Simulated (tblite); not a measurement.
# F3H2Na: the cost of one run

Computed with tblite 0.8.0 and PySCF 2.14.0; each step states its level. No surroundings beyond the atoms listed, unless a continuum is named. Atoms count from 0, parts from 1.

## 1. Starting point

6 atoms, charge 0, multiplicity 1; geometry: parts in contact. Parts: 1 = atom 0, `[Na+]`, charge 1; 2 = atom 1, `[F-]`, charge -1; 3 = atoms 2–3, `F`, charge 0; 4 = atoms 4–5, `F`, charge 0. In the given geometry H3 is shared between F2 (1.13 Å) and F1 (1.14 Å), so values for the parts refer to these atom groups.

## 2. Docking the parts with GFN2-xTB

Job settings and geometry (Å):

```
{"job": {"kind": "dock", "xc": "GFN2-xTB", "basis": "xTB"}, "charge": 0, "multiplicity": 1, "parts": [{"atoms": "0-0", "charge": 1, "multiplicity": 1}, {"atoms": "1-1", "charge": -1, "multiplicity": 1}, {"atoms": "2-3", "charge": 0, "multiplicity": 1}, {"atoms": "4-5", "charge": 0, "multiplicity": 1}]}
Na     0.016734     0.825186     0.593865
F     -1.486353     1.413667     1.564093
F      0.556242     2.287151     1.728994
H     -0.542165     2.012432     1.802426
F      1.685178    -1.216872     1.436654
H      1.774500    -1.634943     2.268068
```

With the program's defaults for keys left out, this is: GFN2-xTB search for minima from random contacts, gas phase.

Command:

```bash
> OMP_NUM_THREADS=1 python cluster_run.py task.json out
```

One launch serves the whole session: the jobs run in the order shown.

Q: Estimate the wall time of this first job on 1 thread of Intel Xeon Platinum 8488C, shared host.

About 6.1 s.
